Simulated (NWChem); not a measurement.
System: NO anion, triplet

Here is an NWChem input.

```
start job
memory heap 200 mb stack 900 mb global 1100 mb
charge -1
geometry units angstroms noautosym nocenter noautoz
  N      0.000000     0.000000    -0.679222
  O      0.000000     0.000000     0.592909
end
basis spherical
  N library 6-31+g*
  O library 6-31+g*
end
dft
  odft
  mult 3
  xc pbe0
  iterations 150
end
cosmo
  do_cosmo_smd true
  solvent benzene
end
task dft energy
```

NWChem printed, in part:

```
             Northwest Computational Chemistry Package (NWChem) 7.3.0
             --------------------------------------------------------

                             Geometry "geometry" -> ""
                             -------------------------

 Output coordinates in angstroms (scale by  1.889725989 to convert to a.u.)

  No.       Tag          Charge          X              Y              Z
 ---- ---------------- ---------- -------------- -------------- --------------
    1 N                    7.0000     0.00000000     0.00000000    -0.67922200
    2 O                    8.0000     0.00000000     0.00000000     0.59290900

 Effective nuclear repulsion energy (a.u.)      23.2947125288

                                 NWChem DFT Module
                                 -----------------

 Summary of "ao basis" -> "ao basis" (spherical)
 ------------------------------------------------------------------------------
       Tag                 Description            Shells   Functions and Types
 ---------------- ------------------------------  ------  ---------------------
 N                          6-31+g*                  8       18   4s3p1d
 O                          6-31+g*                  8       18   4s3p1d

 in cosmo_initialize ...
 calling solv_data for solv:benzene

 solvent parameters
 solvname_short: benzene
 solvname_long:  benzene
 dielec:        2.2706
 dielecinf:     2.2533
 nonaqueous SMD model solvent descriptors
 dielec:        2.2706
 sola:          0.0000
 solb:          0.1400
 solc:          1.0000
 solg:         40.6200
 solh:          0.0000
 soln:          1.5011

          ---------------
          -cosmo- solvent
          ---------------
 Cosmo: York-Karplus, doi: 10.1021/jp992097l
 dielectric constant -eps-     =   2.27
 screen = (eps-1)/(eps    )    =   0.55959
 surface charge correction     = lagrangian

   van der Waals surface
 --------------------------

 ---------- ATOMIC COORDINATES (A.U.) ------------ VDWR(ANG.) --
     1    0.00000000    0.00000000   -1.28354347     1.890
     2    0.00000000    0.00000000    1.12043555     2.294
 number of segments per atom =        128
 number of   points per atom =        128
 atom (   nspa,  nppa )
 ----------------------
    1 (     64,     0 )       0
    2 (    104,     0 )       0
 number of -cosmo- surface points =      168
 molecular surface =     74.682 angstrom**2
 molecular volume  =     60.661 angstrom**3
 -lineq- algorithm             =   0
 -bem- low  level              =   3
 -bem- from -octahedral-
 gaussian surface charge width =   4.50000
 degree of switching           =   1.00000
 switching function tolerance  =   0.00010
 atomic radii =
 --------------
    1  7.000  1.890
    2  8.000  2.294
 ...... end of -cosmo- initialization ......

 nat:                     2
 ixmem:                   309
 calling mnsol_interface()
 G(SMD-CDS) energy (kcal/mol)  =     1.412
 SMD-CDS SASA (angstrom**2)    =    62.529

            General Information
            -------------------
          SCF calculation type: DFT
          Wavefunction type:  spin polarized.
          No. of atoms     :     2
          No. of electrons :    16
           Alpha electrons :     9
            Beta electrons :     7
          Charge           :    -1
          Spin multiplicity:     3
          Use of symmetry is: off; symmetry adaption is: off
          Maximum number of iterations: 150
          AO basis - number of functions:    36
                     number of shells:    16
          Convergence on energy requested:  1.00D-06
          Convergence on density requested:  1.00D-05
          Convergence on gradient requested:  5.00D-04

              XC Information
              --------------
                         PBE0 Method XC Functional
                     Hartree-Fock (Exact) Exchange  0.250
          PerdewBurkeErnzerhof Exchange Functional  0.750
            Perdew 1991 LDA Correlation Functional  1.000 local
           PerdewBurkeErnz. Correlation Functional  1.000 non-local

             Grid Information
             ----------------
          Grid used for XC integration:  medium
          Radial quadrature: Mura-Knowles
          Angular quadrature: Lebedev.
          Tag              B.-S. Rad. Rad. Pts. Rad. Cut. Ang. Pts.
          ---              ---------- --------- --------- ---------
          N                   0.65       49           8.0       434
          O                   0.60       49           8.0       434
          Grid pruning is: on
          Number of quadrature shells:    98
          Spatial weights used:  Erf1

      Superposition of Atomic Density Guess
      -------------------------------------

 Sum of atomic energies:        -129.05238374

 Renormalizing density from      15.00 to     16

      Non-variational initial energy
      ------------------------------

 Total energy =    -134.119054
 1-e energy   =    -237.928813
 2-e energy   =      80.515047
 HOMO         =       0.328009
 LUMO         =       0.328335

[...]

                                COSMO-SMD solvation results
                                ---------------------------

             internal energy in gas <Psi(g)|H|Psi(g)> =      -129.764605999110
         internal energy in solvent <Psi(s)|H|Psi(s)> =      -129.764331806422
                               delta internal energy  =         0.000274192688 (    0.17 kcal/mol)
   total free energy in solvent <Psi(s)|H+V/2|Psi(s)> =      -129.826179822124
 polarization energy contribution <Psi(s)|V/2|Psi(s)> =        -0.061848015703 (  -38.81 kcal/mol)
    total free energy in solvent including G(SMD-CDS) =      -129.823929759974
                       G(SMD-CDS) energy contribution =         0.002250062151 (    1.41 kcal/mol)
     1 M fixed-concentration free energy of solvation =        -0.059323760864 (  -37.23 kcal/mol)

                    DFT Final Alpha Molecular Orbital Analysis
                    ------------------------------------------

 Vector    7  Occ=1.000000D+00  E=-2.734423D-01
              MO Center= -3.1D-11,  5.1D-11, -2.2D-01, r^2= 1.4D+00
   Bfn.  Coefficient  Atom+Function         Bfn.  Coefficient  Atom+Function
  ----- ------------  ---------------      ----- ------------  ---------------
    23     -0.446591  2 O  pz                 5      0.435985  1 N  pz
     6     -0.299734  1 N  s                 27     -0.244610  2 O  pz
     9      0.194256  1 N  pz                 2     -0.145882  1 N  s
    10     -0.143222  1 N  s                 24     -0.115032  2 O  s
     1      0.070540  1 N  s                 20     -0.056693  2 O  s

 Vector    8  Occ=1.000000D+00  E=-4.851134D-02
              MO Center= -4.8D-12, -6.1D-12, -2.4D-01, r^2= 1.5D+00
   Bfn.  Coefficient  Atom+Function         Bfn.  Coefficient  Atom+Function
  ----- ------------  ---------------      ----- ------------  ---------------
     4      0.388295  1 N  py                 3      0.353649  1 N  px
    22     -0.336825  2 O  py                21     -0.306772  2 O  px
     8      0.303231  1 N  py                 7      0.276175  1 N  px
    26     -0.244779  2 O  py                25     -0.222939  2 O  px
    12      0.210795  1 N  py                11      0.191987  1 N  px

 Vector    9  Occ=1.000000D+00  E=-4.851134D-02
              MO Center= -9.4D-11,  8.5D-11, -2.4D-01, r^2= 1.5D+00
   Bfn.  Coefficient  Atom+Function         Bfn.  Coefficient  Atom+Function
  ----- ------------  ---------------      ----- ------------  ---------------
     3      0.388295  1 N  px                 4     -0.353649  1 N  py
    21     -0.336825  2 O  px                22      0.306772  2 O  py
     7      0.303231  1 N  px                 8     -0.276175  1 N  py
    25     -0.244779  2 O  px                26      0.222939  2 O  py
    11      0.210795  1 N  px                12     -0.191987  1 N  py

 Vector   10  Occ=0.000000D+00  E= 1.450944D-01
              MO Center= -1.3D-09,  1.2D-09,  4.3D-01, r^2= 7.0D+00
   Bfn.  Coefficient  Atom+Function         Bfn.  Coefficient  Atom+Function
  ----- ------------  ---------------      ----- ------------  ---------------
    10      4.603646  1 N  s                 28     -4.076141  2 O  s
    13      1.766169  1 N  pz                31      1.457277  2 O  pz
     9      0.227358  1 N  pz                20     -0.135243  2 O  s
     6     -0.126785  1 N  s                 27     -0.095188  2 O  pz
     5      0.093869  1 N  pz                 2     -0.080097  1 N  s

 Vector   11  Occ=0.000000D+00  E= 1.738038D-01
              MO Center= -1.3D-10,  2.0D-10, -1.9D+00, r^2= 4.8D+00
   Bfn.  Coefficient  Atom+Function         Bfn.  Coefficient  Atom+Function
  ----- ------------  ---------------      ----- ------------  ---------------
    13      1.536822  1 N  pz                28     -1.323069  2 O  s
     6      0.610291  1 N  s                 10      0.363265  1 N  s
    31      0.312020  2 O  pz                 9     -0.242721  1 N  pz
     2      0.107566  1 N  s                 20     -0.088360  2 O  s
    23      0.084310  2 O  pz                 1     -0.064026  1 N  s

 Vector   12  Occ=0.000000D+00  E= 1.980374D-01
              MO Center=  1.2D-09, -1.1D-09, -9.1D-01, r^2= 6.4D+00
   Bfn.  Coefficient  Atom+Function         Bfn.  Coefficient  Atom+Function
  ----- ------------  ---------------      ----- ------------  ---------------
    11      1.000496  1 N  px                12     -0.910016  1 N  py
     7     -0.343248  1 N  px                 8      0.312206  1 N  py
     3     -0.175537  1 N  px                 4      0.159662  1 N  py
    29     -0.157120  2 O  px                30      0.142911  2 O  py

                     DFT Final Beta Molecular Orbital Analysis
                     -----------------------------------------

 Vector    5  Occ=1.000000D+00  E=-2.335810D-01
              MO Center= -7.5D-12,  1.7D-11, -3.9D-01, r^2= 1.5D+00
   Bfn.  Coefficient  Atom+Function         Bfn.  Coefficient  Atom+Function
  ----- ------------  ---------------      ----- ------------  ---------------
     5      0.428723  1 N  pz                23     -0.410488  2 O  pz
     6     -0.329814  1 N  s                 27     -0.221429  2 O  pz
     9      0.206599  1 N  pz                 2     -0.179212  1 N  s
    10     -0.153877  1 N  s                  1      0.087646  1 N  s
    24     -0.088014  2 O  s                 28     -0.059773  2 O  s

 Vector    6  Occ=1.000000D+00  E=-2.093080D-01
              MO Center=  1.3D-11,  1.4D-11,  2.0D-01, r^2= 1.1D+00
   Bfn.  Coefficient  Atom+Function         Bfn.  Coefficient  Atom+Function
  ----- ------------  ---------------      ----- ------------  ---------------
    22      0.372869  2 O  py                21      0.339710  2 O  px
    26      0.244578  2 O  py                 4      0.226280  1 N  py
    25      0.222827  2 O  px                 3      0.206157  1 N  px
     8      0.132205  1 N  py                 7      0.120448  1 N  px
    30      0.063003  2 O  py                29      0.057400  2 O  px

 Vector    7  Occ=1.000000D+00  E=-2.093080D-01
              MO Center=  5.7D-11, -5.2D-11,  2.0D-01, r^2= 1.1D+00
   Bfn.  Coefficient  Atom+Function         Bfn.  Coefficient  Atom+Function
  ----- ------------  ---------------      ----- ------------  ---------------
    21      0.372869  2 O  px                22     -0.339709  2 O  py
    25      0.244578  2 O  px                 3      0.226280  1 N  px
    26     -0.222827  2 O  py                 4     -0.206157  1 N  py
     7      0.132205  1 N  px                 8     -0.120448  1 N  py
    29      0.063003  2 O  px                30     -0.057400  2 O  py

 Vector    8  Occ=0.000000D+00  E= 1.268817D-01
              MO Center=  1.3D-09, -1.1D-09, -5.4D-01, r^2= 2.9D+00
   Bfn.  Coefficient  Atom+Function         Bfn.  Coefficient  Atom+Function
  ----- ------------  ---------------      ----- ------------  ---------------
    11      0.591695  1 N  px                12     -0.537914  1 N  py
    29     -0.371135  2 O  px                30      0.337401  2 O  py
     3      0.298305  1 N  px                21     -0.274032  2 O  px
     4     -0.271191  1 N  py                22      0.249124  2 O  py
     7      0.222548  1 N  px                 8     -0.202320  1 N  py

 Vector    9  Occ=0.000000D+00  E= 1.268817D-01
              MO Center= -8.0D-11, -8.8D-11, -5.4D-01, r^2= 2.9D+00
   Bfn.  Coefficient  Atom+Function         Bfn.  Coefficient  Atom+Function
  ----- ------------  ---------------      ----- ------------  ---------------
    12      0.591695  1 N  py                11      0.537914  1 N  px
    30     -0.371135  2 O  py                29     -0.337401  2 O  px
     4      0.298305  1 N  py                22     -0.274032  2 O  py
     3      0.271191  1 N  px                21     -0.249124  2 O  px
     8      0.222548  1 N  py                 7      0.202320  1 N  px

 Vector   10  Occ=0.000000D+00  E= 1.529068D-01
              MO Center=  7.0D-10, -9.7D-10,  5.8D-01, r^2= 7.1D+00
   Bfn.  Coefficient  Atom+Function         Bfn.  Coefficient  Atom+Function
  ----- ------------  ---------------      ----- ------------  ---------------
    10      4.605598  1 N  s                 28     -4.229049  2 O  s
    13      1.985817  1 N  pz                31      1.492682  2 O  pz
     9      0.174767  1 N  pz                20     -0.146769  2 O  s
    27     -0.117959  2 O  pz                 5      0.084084  1 N  pz
     6     -0.059059  1 N  s                  2     -0.057528  1 N  s

   alpha - beta orbital overlaps
   -----------------------------

   alpha      1      2      3      4      5      6      7      8      9     10
    beta      1      2      3      4      7      6      5      9      8     10
 overlap   1.000  1.000  0.999  0.994  0.995  0.995  0.994  0.942  0.942  0.988

   alpha     11     12     13     14     15     16     17     18     19     20
    beta     11     12     13     14     16     15     17     18     19     21
 overlap   0.986  0.942  0.942  0.999  0.979  0.979  0.978  0.977  1.000  0.998

   alpha     21     22     23     24     25     26     27     28     29     30
    beta     20     22     24     23     25     27     26     28     29     30
 overlap   0.998  0.982  0.999  0.999  0.981  1.000  1.000  0.996  0.996  1.000

   alpha     31     32     33     34     35     36
    beta     31     32     33     35     34     36
 overlap   0.996  0.996  1.000  1.000  1.000  1.000

[...]
```

Level: PBE0/6-31+G* (spherical d), spin-unrestricted, SMD on the gas-phase geometry. Geometry: optimised at B3LYP/def2-SVPD, spin-unrestricted. No stability test was run on the SCF state. The gas-phase anion has a positive highest level at the geometry level, so the gas reference is doubtful. Solvent: benzene.
